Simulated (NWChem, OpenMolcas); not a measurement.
**Exact exchange and the HOMO–LUMO gap of OCS**

OCS has 3 atoms, charge 0, and is taken as a singlet. As SMILES, `O=C=S`. The shape is that of a PBE0-D4/def2-TZVP optimisation.

The HOMO–LUMO gap y, in eV, basis def2-TZVP; a is the functional's share of exact exchange. Programs: NWChem 7.3.0, OpenMolcas 26.06.

| functional | program | a | y (eV) |
| --- | --- | --- | --- |
| r2SCAN | NWChem | 0 | 6.14 |
| revPBE | OpenMolcas | 0 | 5.67 |
| B3LYP | NWChem | 0.2 | ? |
| PBE0 | OpenMolcas | 0.25 | 7.85 |
| BHLYP | OpenMolcas | 0.5 | 10.02 |

Task: Fit y = c + s·a to the known rows and predict B3LYP.

Result: 
1. Means of the 4 rows: a = 0.1875, y = 7.420.
2. Σ(Δa)² = 0.17188, Σ(Δa·Δy) = 1.4075, so the slope is 1.4075/0.17188 = 8.1889.
3. Intercept: 7.420 − (8.1889) × 0.1875 = 5.885. The largest residual of the fit is 0.26.
4. B3LYP: 5.885 + (8.1889) × 0.2 = 7.52 eV.

The run gave 7.35 eV, so the prediction is off by +0.17 eV, within the largest residual. Exact exchange lowers occupied levels and raises empty ones. The rows mix families of semi-local functionals, which the line can't see.
